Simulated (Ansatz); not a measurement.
Molecule (SMILES): N#N (N2).
Atoms: N1, N2. Bonds: N1-N2.

How fast the highest harmonic wavenumber converges with the basis for several methods (Ansatz, an electronic-structure program): deviation from each method's own reference, in cm⁻¹. References: CCSD(T) 2357 cm⁻¹, the value in def2-QZVPPD; HF 2730 cm⁻¹, the value in def2-QZVPPD; MP2 2205 cm⁻¹, the value in def2-QZVPPD; PBE 2351 cm⁻¹, the value in def2-QZVPPD; PBE0 2481 cm⁻¹, the value in def2-QZVPPD. All functions are spherical. In correlated methods cores are frozen. No added dispersion term, no relativity. Each level at its own minimum, unscaled; the references are large sets that could be run, not limits.

| basis | functions | CCSD(T) | HF | MP2 | PBE | PBE0 |
|---|---|---|---|---|---|---|
| 3-21G | 18 | -219 | -118 | -358 | -183 | -164 |
| 6-31G | 18 | -131 | -69 | -246 | -101 | -90 |
| cc-pVDZ | 28 | -18 | 28 | -33 | 4 | 12 |
| def2-SVPD | 40 | 20 | 48 | 16 | 42 | 43 |
| aug-pcseg-1 | 46 | -20 | 16 | -31 | 8 | 12 |
| aug-cc-pVDZ | 46 | -38 | 5 | -48 | -3 | 0 |
| pcseg-2 | 60 | -17 | -3 | -15 | -1 | -1 |
| def2-TZVPP | 62 | -8 | 5 | -8 | 2 | 3 |
| def2-TZVPPD | 74 | -10 | 4 | -10 | 4 | 4 |
| cc-pCVTZ | 86 | -10 | -1 | -8 | -5 | -4 |
| aug-cc-pVTZ | 92 | -17 | -4 | -18 | -2 | -2 |
| def2-QZVPP | 114 | 0 | 0 | 0 | -2 | -1 |

Mean absolute deviation over pcseg-2, def2-TZVPP, def2-TZVPPD, cc-pCVTZ, aug-cc-pVTZ: PBE0 3, PBE 3, HF 3, MP2 12, CCSD(T) 13 cm⁻¹.
